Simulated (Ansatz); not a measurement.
# FH4OSi: the cost of one run

Method: UKS B3LYP/6-31G*, in Ansatz 0.2.0.

## 1. Starting point

Bond lengths: Si1–F2 1.840 Å, Si1–H3 1.460 Å, Si1–H4 1.459 Å, Si1–H5 1.459 Å, O6–H7 1.010 Å. Angles: F2–Si1–H3 109.5°, F2–Si1–H4 109.5°, F2–Si1–H5 109.5°, H3–Si1–H4 109.5°, H3–Si1–H5 109.5°, H4–Si1–H5 109.5°.

Coordinates:

```xyz
7

Si    0.0000    0.0000    0.0000
F     0.0000    0.0000    1.8400
H     1.3768    0.0000   -0.4862
H    -0.6877    1.1914   -0.4862
H    -0.6877   -1.1914   -0.4862
O     0.0000    0.0000    3.3700
H    -0.5144   -0.8011    3.7071
```

## 2. Pulling towards end A

Springs on the bonds that form and break draw the guess towards this end; the thresholds are loose.

File input.yaml:

```yaml
crystal:
  periodic: [false, false, false]
  atoms:
    - { symbol: Si, position_ang: [0.0, 0.0, 0.0] }
    - { symbol: F, position_ang: [0.0, 0.0, 1.84] }
    - { symbol: H, position_ang: [1.3768, 0.0, -0.4862] }
    - { symbol: H, position_ang: [-0.6877, 1.1914, -0.4862] }
    - { symbol: H, position_ang: [-0.6877, -1.1914, -0.4862] }
    - { symbol: O, position_ang: [0.0, 0.0, 3.37] }
    - { symbol: H, position_ang: [-0.5144, -0.8011, 3.7071] }
magnetization:
  spin_polarized: true
  initial_magnetization: 1
basis:
  gaussian: { orbitals: "6-31G*" }
hamiltonian:
  xc: b3lyp
relax:
  f_tol: 0.15
  max_steps: 25
  restrain:
    - { distance: [1, 5], at: 2.43, k: 30.0 }
    - { distance: [0, 1], at: 1.59, k: 30.0 }
```

Command:

```console
ansatz run input.yaml --threads 1 --pin off --max-ram 2048MiB --backend cpu --events-out ev --progress --plain --runs-dir out
```

Q: Estimate wall time and peak memory on 1 thread of Arm Neoverse V2, shared host.

About 71 s, with a peak of 0.14 GiB.
